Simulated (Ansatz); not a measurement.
# BNH2Cl (SMILES N[B]Cl) at 6 levels

Wanted: a comparison of 6 runs (UHF/STO-3G, U-r2SCAN0/STO-3G, U-revPBE/STO-3G, UCAM-B3LYP/STO-3G, UPBE/STO-3G, UCCSD(T)/STO-3G) of BNH2Cl. 

The calculation is run with Ansatz 0.2.0.

76 further runs of the same task are left out: 76 set aside as unsound or not needed.

### 1 Starting point

The species is BNH2Cl (5 atoms), meant as a doublet with charge 0. SMILES: `N[B]Cl`. The H5–N1 distance was set to 2.021 Å, away from the relaxed value. At this shape a bond of the SMILES string is far longer than usual.

Bond lengths: N1–B2 1.376 Å, B2–Cl3 1.746 Å, N1–H4 1.005 Å. Angles: N1–B2–Cl3 124.3°, B2–N1–H4 122.3°.

### 2 A single-point energy at UHF/STO-3G (run 1)

in.yaml

```yaml
crystal:
  periodic: [false, false, false]
  atoms:
    - symbol: "N"
      position_ang: [-0.983808, 0.199097, 0.487209]
    - symbol: B
      position_ang: [-0.748208, -0.757603, 1.448309]
    - symbol: Cl
      position_ang: [0.693392, -1.739203, 1.528509]
    - symbol: H
      position_ang: [-1.826508, 0.746897, 0.470809]
    - symbol: H
      position_ang: [0.315800, 0.625100, -1.000600]
basis:
  gaussian: {orbitals: STO-3G}
total_charge: 0
magnetization: {spin_polarized: true, initial_magnetization: 1}
hamiltonian: {xc: hf}
accuracy: high
```

Command:

```console
ansatz run in.yaml --threads 1 --pin off --max-ram 2610MiB --events-out events.jsonl --progress --plain --runs-dir runs
```

The program printed:

```text
Warning: RAYON_NUM_THREADS=1 ignored (pool sized by the plan → 1); use --threads N
Functional definition: HF
  name "HF"
  exchange = exact_x
  correlation = 0
371 factors; integrals over basis functions are off by at most 2.5e-8 eV
mean field evaluation 1: about -14518.1774 eV, gradient 2.1e1 eV
mean field evaluation 2: about -14518.2475 eV, gradient 2.1e1 eV
mean field evaluation 4: about -14522.0541 eV, gradient 3.0e0 eV
mean field evaluation 8: about -14522.1535 eV, gradient 7.9e-1 eV
mean field evaluation 16: about -14523.0547 eV, gradient 1.6e-4 eV
mean field evaluation 32: about -14521.4638 eV, gradient 3.1e-3 eV
mean field evaluation 64: about -14522.4902 eV, gradient 1.6e0 eV
mean field evaluation 96: about -14522.4979 eV, gradient 7.0e-5 eV
mean field evaluation 128: about -14522.1403 eV, gradient 4.2e-5 eV
mean field -14523.05471369 eV, -533.7124166481 hartree, gradient 2.9e-8 eV, S^2 1.417262; 8 other end points of the search recorded, 0 dependent functions left out
reference -14523.05471369 eV, -533.7124166481 hartree; 16, 15 occupied and 5, 6 virtual orbitals, 371 factors
Total energy: -14523.05471369 eV, -533.7124166481 hartree
```

It took 0.46 s on 1 thread of Arm Neoverse V1, shared host.

### 3 The energy at U-r2SCAN0/STO-3G (run 2)

molecule.yaml

```yaml
crystal:
  periodic: [false, false, false]
  atoms:
    - {symbol: N, position_ang: [-0.983808, 0.199097, 0.487209]}
    - {symbol: B, position_ang: [-0.748208, -0.757603, 1.448309]}
    - {symbol: Cl, position_ang: [0.693392, -1.739203, 1.528509]}
    - {symbol: H, position_ang: [-1.826508, 0.746897, 0.470809]}
    - {symbol: H, position_ang: [0.315800, 0.625100, -1.000600]}
basis:
  gaussian: {orbitals: STO-3G}
magnetization: {spin_polarized: true, initial_magnetization: 1}
hamiltonian: {xc: {name: r2SCAN0}}
accuracy: high
```

Command:

```console
ansatz run molecule.yaml --threads 1 --pin off --max-ram 2610MiB --events-out events.jsonl --progress --plain --runs-dir runs
```

The program printed:

```text
Warning: RAYON_NUM_THREADS=1 ignored (pool sized by the plan → 1); use --threads N
Functional definition: r2SCAN0
  name "r2SCAN0"
  parameter a = 0.25
  parameter k0 = 0.174
  parameter k1 = 0.065
  parameter a1 = 4.9479
  exchange = (1 - a)*r2scan_x(k0 = k0, k1 = k1, a1 = a1) + a*exact_x
  correlation = r2scan_c
371 factors; integrals over basis functions are off by at most 2.5e-8 eV
mean field evaluation 1: about -14547.9687 eV, gradient 2.1e1 eV
mean field evaluation 2: about -14524.6617 eV, gradient 6.7e1 eV
mean field evaluation 4: about -14551.4969 eV, gradient 1.6e0 eV
mean field evaluation 8: about -14551.6391 eV, gradient 1.9e-1 eV
mean field evaluation 16: about -14551.6215 eV, gradient 3.7e-4 eV
mean field -14551.62152986 eV, -534.7622277790 hartree, gradient 5.9e-8 eV, S^2 0.967156; 0 other end points of the search recorded, 0 dependent functions left out
reference -14551.62153052 eV, -534.7622278033 hartree; 16, 15 occupied and 5, 6 virtual orbitals, 371 factors
Total energy: -14551.62153052 eV, -534.7622278033 hartree
```

It took 5.4 s on 1 thread of Arm Neoverse V1, shared host; peak memory 0.23 GiB.

### 4 The energy at U-revPBE/STO-3G (run 3)

input.yaml

```yaml
crystal:
  periodic: [false, false, false]
  atoms:
    - {symbol: "N", position_ang: [-0.983808, 0.199097, 0.487209]}
    - {symbol: B, position_ang: [-0.748208, -0.757603, 1.448309]}
    - {symbol: Cl, position_ang: [0.693392, -1.739203, 1.528509]}
    - {symbol: H, position_ang: [-1.826508, 0.746897, 0.470809]}
    - {symbol: H, position_ang: [0.315800, 0.625100, -1.000600]}
basis:
  gaussian:
    orbitals: STO-3G
magnetization:
  spin_polarized: true
  initial_magnetization: 1
hamiltonian:
  xc: {name: revPBE}
accuracy: high
```

Command:

```console
ansatz run input.yaml --threads 1 --pin off --max-ram 2610MiB --events-out events.jsonl --progress --plain --runs-dir runs
```

The program printed:

```text
Warning: RAYON_NUM_THREADS=1 ignored (pool sized by the plan → 1); use --threads N
Functional definition: revPBE
  name "revPBE"
  parameter kappa = 1.245
  parameter beta = 0.06672455060314922
  exchange = pbe_x(kappa = kappa, mu = beta*pi^2/3)
  correlation = pbe_c(beta = beta)
371 factors; integrals over basis functions are off by at most 2.5e-8 eV
mean field evaluation 1: about -14546.7933 eV, gradient 2.2e1 eV
mean field evaluation 2: about -14497.4621 eV, gradient 8.3e1 eV
mean field evaluation 4: about -14550.3221 eV, gradient 3.6e0 eV
mean field evaluation 8: about -14550.4719 eV, gradient 8.2e-2 eV
mean field evaluation 16: about -14550.4186 eV, gradient 3.2e-5 eV
mean field -14550.41856484 eV, -534.7180196298 hartree, gradient 2.8e-8 eV, S^2 0.806586; 0 other end points of the search recorded, 0 dependent functions left out
reference -14550.41856738 eV, -534.7180197234 hartree; 16, 15 occupied and 5, 6 virtual orbitals, 371 factors
Total energy: -14550.41856738 eV, -534.7180197234 hartree
```

It took 2 s on 1 thread of Arm Neoverse V1, shared host; peak memory 0.13 GiB.

Runs 4 to 5 aren't shown in full; the table further down has their settings and results.

### 5 A single-point energy at UCCSD(T)/STO-3G (run 6)

in.yaml

```yaml
crystal:
  periodic: [false, false, false]
  atoms:
    - {symbol: N, position_ang: [-0.983808, 0.199097, 0.487209]}
    - {symbol: B, position_ang: [-0.748208, -0.757603, 1.448309]}
    - {symbol: Cl, position_ang: [0.693392, -1.739203, 1.528509]}
    - {symbol: H, position_ang: [-1.826508, 0.746897, 0.470809]}
    - {symbol: H, position_ang: [0.315800, 0.625100, -1.000600]}
basis:
  gaussian:
    orbitals: STO-3G
scf:
  omitted_lower_state_checks: [cluster_reference, increment]
accuracy: high
magnetization:
  spin_polarized: true
  initial_magnetization: 1
correlation:
  method: ccsd_t
  frozen_orbitals: {B: 1, Cl: 5, H: 0, "N": 1}
```

Command:

```console
ansatz run in.yaml --threads 1 --pin off --max-ram 2610MiB --events-out events.jsonl --progress --plain --runs-dir runs
```

The program printed:

```text
Warning: RAYON_NUM_THREADS=1 ignored (pool sized by the plan → 1); use --threads N
[... 14 lines left out ...]
7 core orbitals not correlated: weight in the atoms' cores, before any rotation towards them, 1.000 or more for the frozen orbitals, at most 0.000 for the correlated occupied ones
[... 37 lines left out ...]
Total energy: -14526.94646590 eV, -533.8554359039 hartree
Checks for a lower state left out: cluster_reference, increment
```

It took 0.58 s on 1 thread of Arm Neoverse V1, shared host.

### 6 The series

| run | level | frozen core orbitals | energy (Eh) | ⟨S²⟩ | wall time |
| --- | --- | --- | --- | --- | --- |
| 1 | UHF/STO-3G | – | -533.712417 | 1.417 | 0.46 s |
| 2 | U-r2SCAN0/STO-3G | – | -534.762228 | 0.967 | 5.4 s |
| 3 | U-revPBE/STO-3G | – | -534.718020 | 0.807 | 2 s |
| 4 | UCAM-B3LYP/STO-3G | – | -534.730885 | 0.891 | 2.5 s |
| 5 | UPBE/STO-3G | – | -534.505401 | 0.804 | 2 s |
| 6 | UCCSD(T)/STO-3G | 7 | -533.855436 | 1.417 | 0.58 s |

### 7 What came out

| quantity | value |
| --- | --- |
| run 6: total energy | -533.85544 Eh |
| run 6: correlation energy (7 core orbitals frozen) | -143.0 mEh |
| run 6: (T) correction | -5.27 mEh |
| run 6: ⟨S²⟩ of the reference determinant | 1.417 |
| run 6: T1 diagnostic | 0.078 |

What this shows: Totals of different functionals can't be ranked against each other. In runs 1, 2, 3, 4, 5, 6 the basis is minimal, so the values are rough. Spin contamination of the reference: run 1 ⟨S²⟩ = 1.42, run 6 ⟨S²⟩ = 1.42, run 2 ⟨S²⟩ = 0.97, run 4 ⟨S²⟩ = 0.89. Where it is this large, the reference is a mixture of spin states, and values that rest on it are in doubt. All runs together took 13 s, the longest 5.4 s.
